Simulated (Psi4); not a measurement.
Reaction (SMILES): FOF + H+ → F[OH+]F
B3LYP-D3(BJ)/def2-TZVP geometries, fixed; electronic energies without zero-point terms; positive where energy is released.

How fast the proton affinity converges with the basis for several methods (Psi4): deviation from each method's own reference, in kcal/mol. References: B3LYP 112.81 kcal/mol, the value in aug-cc-pVQZ; HF 114.84 kcal/mol, the value in aug-cc-pVQZ; MP2 110.83 kcal/mol, Hartree-Fock in aug-cc-pVQZ plus the correlation part extrapolated as X^-3 from aug-cc-pVTZ and aug-cc-pVQZ; PBE 115.55 kcal/mol, the value in aug-cc-pVQZ. All functions are spherical. Density fitting with the program's default auxiliary sets. In correlated methods cores are frozen. Psi4's default fitting sets serve the pcseg sets less well. The proton sits at the site shown, which need not be the one that binds it best. No added dispersion term, no relativity. 

```json
[
 {"basis": "STO-3G", "functions": "16", "B3LYP": "52.32", "HF": "51.59", "MP2": "66.91", "PBE": "53.22"},
 {"basis": "6-31G", "functions": "29", "B3LYP": "-11.87", "HF": "-18.90", "MP2": "-13.98", "PBE": "-11.11"},
 {"basis": "def2-SV(P)", "functions": "44", "B3LYP": "-5.83", "HF": "-12.61", "MP2": "-7.92", "PBE": "-5.21"},
 {"basis": "pcseg-1", "functions": "47", "B3LYP": "-5.76", "HF": "-10.07", "MP2": "-5.06", "PBE": "-5.20"},
 {"basis": "def2-SVPD", "functions": "77", "B3LYP": "-3.32", "HF": "-3.77", "MP2": "-1.14", "PBE": "-3.36"},
 {"basis": "aug-cc-pVDZ", "functions": "78", "B3LYP": "-1.99", "HF": "-2.73", "MP2": "-1.10", "PBE": "-1.89"},
 {"basis": "6-311++G(2d,2p)", "functions": "91", "B3LYP": "-1.52", "HF": "-1.75", "MP2": "0.11", "PBE": "-1.32"},
 {"basis": "def2-TZVP", "functions": "99", "B3LYP": "-1.09", "HF": "-1.46", "MP2": "-0.68", "PBE": "-0.72"},
 {"basis": "cc-pVTZ", "functions": "104", "B3LYP": "1.21", "HF": "-0.38", "MP2": "2.97", "PBE": "1.79"},
 {"basis": "jun-cc-pV(T+d)Z", "functions": "131", "B3LYP": "-0.61", "HF": "-0.69", "MP2": "0.75", "PBE": "-0.54"},
 {"basis": "6-311++G(3df,3pd)", "functions": "135", "B3LYP": "-0.51", "HF": "-0.69", "MP2": "1.46", "PBE": "-0.39"},
 {"basis": "def2-QZVPP", "functions": "201", "B3LYP": "0.32", "HF": "0.16", "MP2": "1.41", "PBE": "0.42"}
]
```

Mean absolute deviation over 6-311++G(2d,2p), def2-TZVP, cc-pVTZ, jun-cc-pV(T+d)Z, 6-311++G(3df,3pd): PBE 0.95, B3LYP 0.99, HF 1.00, MP2 1.19 kcal/mol.
